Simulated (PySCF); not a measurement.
SiH2, SMILES [SiH2] (connectivity only; charge and spin as stated), neutral, multiplicity 1.

Geometry: r2SCAN-D4/def2-TZVPD. The isomer is the one that the SMILES or the coordinates give; other isomers of the formula were not compared.

Two levels are set side by side: PBE/def2-TZVPD (PySCF) and ωB97X/def2-TZVPD (PySCF). Same geometry, gas phase. Differences are taken from unrounded values.

```tsv
quantity	PBE
orbital gap (eV)	1.82
highest occupied level (eV)	-5.86
lowest empty level (eV)	-4.04
dipole moment (D)	0.14
mean polarisability (bohr³)	36.9
```

These are the PBE values. What does ωB97X give? (An estimate is asked for; the answer gives what the named calculation found.)


| quantity | ωB97X | PBE minus ωB97X |
|---|---|---|
| orbital gap (eV) | 8.24 | -6.42 |
| highest occupied level (eV) | -9.17 | 3.31 |
| lowest empty level (eV) | -0.93 | -3.11 |
| dipole moment (D) | 0.21 | -0.07 |
| mean polarisability (bohr³) | 36.2 | 0.8 |

PBE's occupied levels lie high since its potential decays too fast outside the molecule; exact exchange lowers them and widens the gap. Differences between two approximate levels are no errors against the true value.

Rough cost on one machine, each run with all the roots and properties that it gave: ωB97X against PBE within a factor of 2.
